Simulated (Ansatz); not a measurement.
# One shape, several levels: CH6Si (SMILES C[SiH3])

Wanted: a comparison of 6 runs (UHF/STO-3G, PBE0/STO-3G, UB3LYP/STO-3G, revPBE/STO-3G, wB97X/STO-3G, CCSDTQ/STO-3G) of CH6Si. 

The results are computed with Ansatz 0.2.0.

47 further runs of the same task are left out: 1 that didn't finish, 46 set aside as unsound or not needed.

## Step 1: The molecule

CH6Si has 8 atoms, charge 0, and is taken as a singlet. As SMILES, `C[SiH3]`. The H5–C1 distance was set to 2.731 Å, away from the relaxed value. At this shape a bond of the SMILES string is far longer than usual.

Bond lengths: C1–Si2 1.871 Å, C1–H3 1.092 Å, C1–H4 1.092 Å, Si2–H6 1.488 Å, Si2–H7 1.488 Å, Si2–H8 1.488 Å. Angles: C1–Si2–H6 110.7°, C1–Si2–H7 110.7°, C1–Si2–H8 110.7°, Si2–C1–H3 110.8°, Si2–C1–H4 110.8°, H6–Si2–H7 108.2°, H6–Si2–H8 108.2°, H7–Si2–H8 108.2°, H3–C1–H4 108.1°.

## Step 2: The energy at UHF/STO-3G (run 1)

The input, run.yaml:

```yaml
crystal:
  periodic: [false, false, false]
  atoms:
    - {symbol: C, position_ang: [-0.583652, -1.321736, -0.649959]}
    - {symbol: Si, position_ang: [-0.239732, -1.776026, 1.131841]}
    - {symbol: H, position_ang: [-1.642622, -1.448966, -0.885239]}
    - {symbol: H, position_ang: [-0.006682, -1.952896, -1.329459]}
    - {symbol: H, position_ang: [0.086600, 1.280720, -1.133860]}
    - {symbol: H, position_ang: [-1.027112, -0.915256, 2.055731]}
    - {symbol: H, position_ang: [1.203408, -1.601486, 1.450211]}
    - {symbol: H, position_ang: [-0.605262, -3.194686, 1.393121]}
basis:
  gaussian:
    orbitals: STO-3G
total_charge: 0
magnetization:
  spin_polarized: true
  initial_magnetization: 0
hamiltonian:
  xc: hf
accuracy: high
```

The run is started by

```sh
$ ansatz run run.yaml --threads 1 --pin off --max-ram 3480MiB --events-out events.jsonl --progress --plain --runs-dir runs
```

What it wrote:

```text
Warning: RAYON_NUM_THREADS=1 ignored (pool sized by the plan → 1); use --threads N
Functional definition: HF
  name "HF"
  exchange = exact_x
  correlation = 0
357 factors; integrals over basis functions are off by at most 9.4e-9 eV
mean field evaluation 1: about -8870.3189 eV, gradient 1.5e1 eV
mean field evaluation 2: about -8870.3343 eV, gradient 1.5e1 eV
mean field evaluation 4: about -8874.2231 eV, gradient 2.9e0 eV
mean field evaluation 8: about -8874.2979 eV, gradient 1.5e-2 eV
mean field evaluation 16: about -8879.5839 eV, gradient 1.3e0 eV
mean field evaluation 32: about -8879.6017 eV, gradient 9.2e-2 eV
mean field -8879.60181788 eV, -326.3193479966 hartree, gradient 2.9e-8 eV, S^2 0.995432; 2 other end points of the search recorded, 0 dependent functions left out
reference -8879.60181788 eV, -326.3193479966 hartree; 13, 13 occupied and 7, 7 virtual orbitals, 357 factors
Total energy: -8879.60181788 eV, -326.3193479966 hartree
```

Wall time 0.16 s (1 thread of Arm Neoverse V2, shared host).

## Step 3: A single-point energy at PBE0/STO-3G (run 2)

The input, molecule.yaml:

```yaml
basis:
  gaussian:
    orbitals: STO-3G
crystal:
  periodic: [false, false, false]
  atoms:
    - symbol: C
      position_ang: [-0.583652, -1.321736, -0.649959]
    - symbol: Si
      position_ang: [-0.239732, -1.776026, 1.131841]
    - symbol: H
      position_ang: [-1.642622, -1.448966, -0.885239]
    - symbol: H
      position_ang: [-0.006682, -1.952896, -1.329459]
    - symbol: H
      position_ang: [0.086600, 1.280720, -1.133860]
    - symbol: H
      position_ang: [-1.027112, -0.915256, 2.055731]
    - symbol: H
      position_ang: [1.203408, -1.601486, 1.450211]
    - symbol: H
      position_ang: [-0.605262, -3.194686, 1.393121]
hamiltonian:
  xc: {name: PBE0}
accuracy: high
```

The run is started by

```sh
$ ansatz run molecule.yaml --threads 1 --pin off --max-ram 3480MiB --events-out events.jsonl --progress --plain --runs-dir runs
```

What it wrote:

```text
Warning: RAYON_NUM_THREADS=1 ignored (pool sized by the plan → 1); use --threads N
Functional definition: PBE0
  name "PBE0"
  parameter a = 0.25
  parameter kappa = 0.804
  parameter beta = 0.06672455060314922
  exchange = (1 - a)*pbe_x(kappa = kappa, mu = beta*pi^2/3) + a*exact_x
  correlation = pbe_c(beta = beta)
357 factors; integrals over basis functions are off by at most 9.4e-9 eV
mean field evaluation 1: about -8893.4719 eV, gradient 2.1e1 eV
mean field evaluation 2: about -8883.6787 eV, gradient 3.6e1 eV
mean field evaluation 4: about -8894.1612 eV, gradient 1.9e1 eV
mean field evaluation 8: about -8894.8767 eV, gradient 1.4e1 eV
mean field -8895.74687518 eV, -326.9126679091 hartree, gradient 2.9e-8 eV, S^2 0.000000; 0 other end points of the search recorded, 0 dependent functions left out
reference -8895.74687687 eV, -326.9126679711 hartree; 13, 13 occupied and 7, 7 virtual orbitals, 357 factors
Total energy: -8895.74687687 eV, -326.9126679711 hartree
```

Wall time 1.2 s (1 thread of Arm Neoverse V2, shared host); peak memory 0.1 GiB.

Runs 3 to 4 aren't shown in full; the table further down has their settings and results.

## Step 4: The energy at wB97X/STO-3G (run 5)

The input, input.yaml:

```yaml
crystal:
  periodic: [false, false, false]
  atoms:
    - {symbol: C, position_ang: [-0.583652, -1.321736, -0.649959]}
    - {symbol: Si, position_ang: [-0.239732, -1.776026, 1.131841]}
    - {symbol: H, position_ang: [-1.642622, -1.448966, -0.885239]}
    - {symbol: H, position_ang: [-0.006682, -1.952896, -1.329459]}
    - {symbol: H, position_ang: [0.086600, 1.280720, -1.133860]}
    - {symbol: H, position_ang: [-1.027112, -0.915256, 2.055731]}
    - {symbol: H, position_ang: [1.203408, -1.601486, 1.450211]}
    - {symbol: H, position_ang: [-0.605262, -3.194686, 1.393121]}
basis:
  gaussian:
    orbitals: STO-3G
hamiltonian:
  xc: {name: wB97X}
accuracy: high
```

The run is started by

```sh
$ ansatz run input.yaml --threads 1 --pin off --max-ram 3480MiB --events-out events.jsonl --progress --plain --runs-dir runs
```

What it wrote, shortened:

```text
Warning: RAYON_NUM_THREADS=1 ignored (pool sized by the plan → 1); use --threads N
Functional definition: wB97X
  name "wB97X"
[...]
      + exact_x_lr(omega)
[...]
      + integral(e_c_pw_opposite_spin*poly(b97_u_opposite, 1, cos1, cos2, cos3, cos4))
357 factors; integrals over basis functions are off by at most 9.4e-9 eV
174 factors; integrals over basis functions are off by at most 1.6e-9 eV
[...]
mean field -8899.49576875 eV, -327.0504372065 hartree, gradient 2.3e-8 eV, S^2 0.000000; 0 other end points of the search recorded, 0 dependent functions left out
reference -8899.49576660 eV, -327.0504371278 hartree; 13, 13 occupied and 7, 7 virtual orbitals, 357 factors
Total energy: -8899.49576660 eV, -327.0504371278 hartree
```

Wall time 5.1 s (1 thread of Arm Neoverse V2, shared host); peak memory 0.28 GiB.

## Step 5: The energy at CCSDTQ/STO-3G (run 6)

The input, job.yaml:

```yaml
crystal:
  periodic: [false, false, false]
  atoms:
    - {symbol: C, position_ang: [-0.583652, -1.321736, -0.649959]}
    - {symbol: Si, position_ang: [-0.239732, -1.776026, 1.131841]}
    - {symbol: H, position_ang: [-1.642622, -1.448966, -0.885239]}
    - {symbol: H, position_ang: [-0.006682, -1.952896, -1.329459]}
    - {symbol: H, position_ang: [0.086600, 1.280720, -1.133860]}
    - {symbol: H, position_ang: [-1.027112, -0.915256, 2.055731]}
    - {symbol: H, position_ang: [1.203408, -1.601486, 1.450211]}
    - {symbol: H, position_ang: [-0.605262, -3.194686, 1.393121]}
basis:
  gaussian: {orbitals: STO-3G}
magnetization: {spin_polarized: false}
correlation: {method: ccsdtq, frozen_orbitals: {C: 1, H: 0, Si: 5}}
accuracy: high
scf: {omitted_lower_state_checks: [cluster_reference, increment]}
```

The run is started by

```sh
$ ansatz run job.yaml --threads 1 --pin off --max-ram 3480MiB --events-out events.jsonl --progress --plain --runs-dir runs
```

What it wrote, shortened:

```text
Warning: RAYON_NUM_THREADS=1 ignored (pool sized by the plan → 1); use --threads N
Functional definition: HF
  name "HF"
[...]
357 factors; integrals over basis functions are off by at most 9.4e-9 eV
[...]
mean field -8874.29786173 eV, -326.1244312034 hartree, gradient 9.3e-8 eV, S^2 0.000000; 0 other end points of the search recorded, 0 dependent functions left out; unrestricted orbitals would lower it
6 core orbitals not correlated: weight in the atoms' cores, before any rotation towards them, 1.000 or more for the frozen orbitals, at most 0.000 for the correlated occupied ones
reference -8874.29786173 eV, -326.1244312034 hartree; 7, 7 occupied and 7, 7 virtual orbitals, 357 factors
second order -5.92018184 eV of doubles, -0.00000000 eV of singles
cycle   1  -4.85420723 eV  change    -1.7e0 eV  update   1.6e-1
[...]
cycle  27  -8.56865651 eV  change   4.7e-10 eV  update  4.3e-10
WARN: these amplitudes may be one of several solutions (largest doubles amplitude 0.76, level shift 12.43 eV)
Total energy: -8882.86651824 eV, -326.4393235221 hartree
Checks for a lower state left out: cluster_reference, increment
```

Wall time 6.3 s (1 thread of Arm Neoverse V2, shared host); peak memory 0.12 GiB.

## Step 6: All runs side by side

| run | level | frozen core orbitals | energy (Eh) | wall time |
| --- | --- | --- | --- | --- |
| 1 | UHF/STO-3G | – | -326.319348 | 0.16 s |
| 2 | PBE0/STO-3G | – | -326.912668 | 1.2 s |
| 3 | UB3LYP/STO-3G | – | -327.166679 | 4.8 s |
| 4 | revPBE/STO-3G | – | -327.048961 | 1.2 s |
| 5 | wB97X/STO-3G | – | -327.050437 | 5.1 s |
| 6 | CCSDTQ/STO-3G | 6 | -326.439324 | 6.3 s |

## Step 7: Results

```
                                          quantity          value
                               run 6: total energy  -326.43932 Eh
run 6: correlation energy (6 core orbitals frozen)     -314.9 mEh
                              run 6: T1 diagnostic          0.020
```

Totals of different functionals can't be ranked against each other. In run 6 the log says that unrestricted orbitals would lower the reference, so the values rest on an unstable closed-shell determinant (other closed-shell runs at this shape may share the fault). In runs 1, 2, 3, 4, 5, 6 the basis is minimal, so the values are rough. In runs 2, 4, 5 a closed-shell determinant meets a far-stretched bond, which it describes badly. Spin contamination of the reference: run 1 ⟨S²⟩ = 1.00, run 3 ⟨S²⟩ = 0.94. Where it is this large, the reference is a mixture of spin states, and values that rest on it are in doubt. All runs together took 19 s, the longest 6.3 s.
